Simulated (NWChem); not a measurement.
Species: phosphine (PH3); SMILES P

```xyz
4

P      0.0000     0.0000     0.1336
H      0.4028    -1.1193    -0.6421
H     -1.1707     0.2109    -0.6421
H      0.7680     0.9085    -0.6421
```
Atoms are numbered in this order, from 1.

Program: NWChem. The geometry was optimised at PBE0-D3(BJ)/def2-TZVP. Hartree-Fock couplings suffer from near triplet instabilities. Isotropic indirect couplings, all four terms, static geometry, non-relativistic.

For level B3LYP/pcJ-1:

- J(31P atom 1, 1H atom 3) (Hz) = 151.3
- J(1H atom 3, 1H atom 4) (Hz) = -12.8

What are these values for level Hartree-Fock/pcJ-1?

The J(31P atom 1, 1H atom 3) (Hz) is 234.6 and the J(1H atom 3, 1H atom 4) (Hz) is -25.6.
